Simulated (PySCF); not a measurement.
Compound: C₅H₇O (charge +1).
Cartesian coordinates in Å at the PBE0-D3(BJ)/def2-SVP level; atoms count from 1:
```
atom  x, y, z in Å
C1    -1.9262    0.5298    1.1966
O2    -0.5670    0.4571    0.8113
C3    -0.3507   -0.2331   -0.3500
C4     1.0838   -0.2671   -0.6282
C5     2.3519    0.0846   -0.2386
C6     2.1738   -0.6192   -1.3839
H7    -1.9601    1.0972    2.1337
H8    -2.3475   -0.4762    1.3683
H9    -2.5309    1.0532    0.4354
H10   -0.8417    0.2057   -1.2510
H11   -0.6954   -1.2946   -0.3313
H12    3.0107    0.5771    0.4800
H13    2.5970   -1.1084   -2.2648
```

Level: PBE0/def2-SVPD in PySCF, non-relativistic, on one gas-phase PBE0-D3(BJ)/def2-SVP geometry that isn't relaxed in the solvent. The solvent is an IEF-PCM continuum (cavity from Bondi-type radii × 1.2), and excitations are vertical TDDFT with non-equilibrium linear response and a frozen core. Specific hydrogen bonds and non-electrostatic terms are outside this model.

Gas-phase singlets (H = HOMO, L = LUMO):

```json
{"state": "S1", "E (eV)": "4.103", "λ (nm)": "302", "f": "0.000", "leading configurations": "H→L 87%, H→L+1 12%"}
{"state": "S2", "E (eV)": "4.245", "λ (nm)": "292", "f": "0.020", "leading configurations": "H→L+1 87%, H→L 12%"}
{"state": "S3", "E (eV)": "5.729", "λ (nm)": "216", "f": "0.000", "leading configurations": "H-1→L 84%, H-1→L+1 15%"}
{"state": "S4", "E (eV)": "5.815", "λ (nm)": "213", "f": "0.001", "leading configurations": "H-1→L+1 84%, H-1→L 15%"}
{"state": "S5", "E (eV)": "7.035", "λ (nm)": "176", "f": "0.000", "leading configurations": "H-3→L 39%, H-2→L 32%"}
```

Task: How does the list change in acetone (ε = 20.49)?

Result: 
```
state  E (eV)  λ (nm)      f  leading configurations  change by rank (eV)
   S1   4.940     251  0.010      H→L 61%, H→L+1 39%               +0.837
   S2   5.057     245  0.025      H→L+1 61%, H→L 39%               +0.812
   S3   6.627     187  0.001  H-1→L+1 53%, H-1→L 43%               +0.898
   S4   6.707     185  0.001  H-1→L 50%, H-1→L+1 42%               +0.892
   S5   7.327     169  0.000  H-2→L 38%, H-4→L+1 28%               +0.292
```

Task: Give the list for acetonitrile (ε = 35.69), n² = 1.81.

Result: 
```json
{"state": "S1", "E (eV)": "4.965", "λ (nm)": "250", "f": "0.010", "leading configurations": "H→L 60%, H→L+1 40%", "change by rank (eV)": "+0.862"}
{"state": "S2", "E (eV)": "5.082", "λ (nm)": "244", "f": "0.024", "leading configurations": "H→L+1 60%, H→L 40%", "change by rank (eV)": "+0.837"}
{"state": "S3", "E (eV)": "6.653", "λ (nm)": "186", "f": "0.001", "leading configurations": "H-1→L+1 54%, H-1→L 42%", "change by rank (eV)": "+0.924"}
{"state": "S4", "E (eV)": "6.731", "λ (nm)": "184", "f": "0.001", "leading configurations": "H-1→L 50%, H-1→L+1 42%", "change by rank (eV)": "+0.916"}
{"state": "S5", "E (eV)": "7.335", "λ (nm)": "169", "f": "0.000", "leading configurations": "H-2→L 37%, H-4→L+1 29%", "change by rank (eV)": "+0.300"}
```

Task: How do the frontier levels move from gas to acetonitrile?

Result: 
```json
{"orbital": "LUMO+2", "gas (eV)": "-3.53", "solvent (eV)": "0.63", "change (eV)": "+4.16", "Löwdin shares, gas": "C4 20 %, C6 20 %, C3 18 %, C5 11 %", "Löwdin shares, solvent": "C3 20 %, C1 16 %, C4 11 %, C5 10 %"}
{"orbital": "LUMO+1", "gas (eV)": "-6.81", "solvent (eV)": "-2.08", "change (eV)": "+4.73", "Löwdin shares, gas": "C4 44 %, C5 25 %, C6 10 %, C3 8 %", "Löwdin shares, solvent": "C4 43 %, C5 28 %, C6 9 %, C3 8 %"}
{"orbital": "LUMO", "gas (eV)": "-7.11", "solvent (eV)": "-2.29", "change (eV)": "+4.82", "Löwdin shares, gas": "C6 47 %, C5 33 %, C4 10 %, H13 6 %", "Löwdin shares, solvent": "C6 48 %, C5 30 %, C4 11 %, H13 6 %"}
{"orbital": "HOMO", "gas (eV)": "-12.20", "solvent (eV)": "-8.29", "change (eV)": "+3.91", "Löwdin shares, gas": "O2 57 %, C1 13 %, C3 8 %, H9 6 %", "Löwdin shares, solvent": "O2 58 %, C1 12 %, C3 9 %, H9 6 %"}
{"orbital": "HOMO-1", "gas (eV)": "-13.79", "solvent (eV)": "-10.01", "change (eV)": "+3.78", "Löwdin shares, gas": "O2 43 %, C1 24 %, H7 11 %, C3 7 %", "Löwdin shares, solvent": "O2 47 %, C1 21 %, H7 9 %, C3 8 %"}
{"orbital": "HOMO-2", "gas (eV)": "-15.58", "solvent (eV)": "-11.49", "change (eV)": "+4.09", "Löwdin shares, gas": "C1 28 %, O2 14 %, C3 14 %, H8 9 %", "Löwdin shares, solvent": "C1 20 %, C3 15 %, C5 14 %, C4 11 %"}
{"orbital": "HOMO-3", "gas (eV)": "-15.61", "solvent (eV)": "-11.53", "change (eV)": "+4.08", "Löwdin shares, gas": "C1 28 %, O2 15 %, C3 13 %, H7 8 %", "Löwdin shares, solvent": "C1 22 %, C3 17 %, H9 9 %, C5 9 %"}
```

The HOMO–LUMO gap goes from 5.09 to 6.00 eV. Rows go by rank; for HOMO-3, HOMO-2 and LUMO+2 the atom shares or the degeneracy differ between the runs, so the row needn't follow one orbital.
